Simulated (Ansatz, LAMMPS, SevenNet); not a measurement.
**Equilibrium lattice constant a of hcp Hf: levels of theory against measurement**

Reference value: 3.194 Å (measured, 293 K, not corrected to a static lattice, our sources range from 3.194 to 3.200; as tabulated in Wikipedia's data pages).

Q: What do Lennard-Jones uff-vdw, SevenNet-l3i5, PBE, PBEsol-D3(BJ), r²SCAN, HSE06-D3(BJ), Hartree–Fock give, and how far is each from the reference?

A: 
| level (code) | value (Å) | difference (%) |
|---|---|---|
| Lennard-Jones uff-vdw (LAMMPS) | 3.052 | -4.45 |
| SevenNet-l3i5 | 3.200 | +0.19 |
| PBE (Ansatz) | 3.205 | +0.34 |
| PBEsol-D3(BJ) (Ansatz) | 3.120 | -2.32 |
| r²SCAN (Ansatz) | 3.199 | +0.16 |
| HSE06-D3(BJ) (Ansatz) | 3.170 | -0.75 |
| Hartree–Fock (Ansatz) | 3.341 | +4.60 |

Leaving aside Lennard-Jones uff-vdw (doubt noted below): The reference is not for a static lattice or low temperature, so close values are not ranked against it. Off by more than 1.25 %, or 1.75 % on the side where a correction would as a rule narrow the miss (bounds picked here): Hartree–Fock (+4.60 %), PBEsol-D3(BJ) (-2.32 %).

The measured value isn't corrected to a static lattice, so vibrations enter the comparison.  Density-functional levels without +SOC have no spin–orbit coupling. Lennard-Jones uff-vdw: this is a force field's van der Waals term alone, without bonds or charges. Cutoffs and k meshes differ between the levels. Ansatz's density-functional and Hartree–Fock values are scalar-relativistic unless marked +SOC, with PAW data made under PBE.

Machine-learned potentials (SevenNet-l3i5) are trained on DFT data: a solid inside that data is no test of them.

Differences are worked out from the printed values.

Ansatz is a program for electronic structure.
